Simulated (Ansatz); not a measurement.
**Cost against result**

Saddle point of CH3F2 (charge -1), singlet ([CH₃F ([CH3][F]) + F]⁻ → [CH₃F ([CH3][F]) + F]⁻; bonds formed: C2–F3; bonds broken: F1–C2), PBE0-D4/def2-TZVPD structure:

F1  (-0.768, -1.453, 0.784)
C2  (0.000, 0.000, 0.000)
F3  (0.768, 1.453, -0.784)
H4  (-0.079, 0.541, 0.925)
H5  (0.880, -0.578, -0.211)
H6  (-0.801, 0.038, -0.714)
(Å)

Barriers are electronic and count from the start structure reached by relaxing down the imaginary mode.

Ansatz 0.2.0; basis: as named in each row; cores frozen in the correlated methods. B3LYP uses VWN-RPA correlation. Extrapolation: Hartree–Fock as exp(−7.88 √X), correlation as X^−2.97.

Times are rough, for one single point on 2 threads of a shared host (Arm Neoverse N1).

The estimate by CCSD(T) at an estimated basis limit (MP2 extrapolated from triple and quadruple zeta, plus CCSD(T) − MP2 in triple zeta) is 0.572 eV.

```tsv
method	basis	time (s)	barrier (eV)	method less estimate
SPW92	def2-TZVPPD	1	0.300	-0.272
PBE-D4	def2-TZVPPD	2	0.318	-0.254
BLYP-D4	def2-TZVPPD	2	0.292	-0.280
PBE0-D4	def2-TZVPPD	3	0.513	-0.059
BHLYP-D4	def2-TZVPPD	3	0.635	0.063
B3LYP-D4	def2-TZVPPD	3	0.451	-0.120
CAM-B3LYP-D4	def2-TZVPPD	3	0.532	-0.039
r2SCAN-D4	def2-TZVPPD	4	0.376	-0.196
r2SCAN0-D4	def2-TZVPPD	4	0.542	-0.030
PBE-QIDH	def2-TZVPPD	5	0.609	0.037
B2PLYP	def2-TZVPPD	5	0.492	-0.080
RPA on PBE	def2-TZVPPD	5	0.494	-0.077
wB97X-V	def2-TZVPPD	8	0.572	0.001
B97M-V	def2-TZVPPD	8	0.483	-0.089
wB97M-V	def2-TZVPPD	8	0.539	-0.033
MP2	def2-QZVPPD	13	0.604	0.032
CCSD(T)	def2-TZVPPD	23	0.584	0.012
```

All methods are single points on the PBE0-D4 structures.

No T1 diagnostic of these runs exceeds 0.020.

Labels in which every atom is bracketed show which atoms are joined, not bond orders.
